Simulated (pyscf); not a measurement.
Optimised with ωB97X-D3(BJ)/def2-SVP in PySCF.

Problem. For the elementary gas-phase step `[PH2][GaH]` [doublet] -> `[PH]=[Ga]` [doublet] + `[H][H]` (doublet surface; Ga–H, H–P broken, H–H formed), what barrier and reaction energy does ωB97M-D3(BJ)/def2-TZVP give, measured from the reactant's lowest minimum found?

Solution. ΔE‡ = 36.3 kcal/mol, ΔE = +19.4 kcal/mol. Zero-point energy shifts the barrier by -2.8 kcal/mol. It is an elimination, with an imaginary mode of 1694i cm⁻¹. At the saddle there is also a short Ga–H contact that neither side keeps. This saddle turned up in a search for another step; its sides and bond changes are read from the two ends of the descent. One saddle was located; it need not be the lowest between these sides. Elements up to Kr have no core potential and no relativistic terms here.
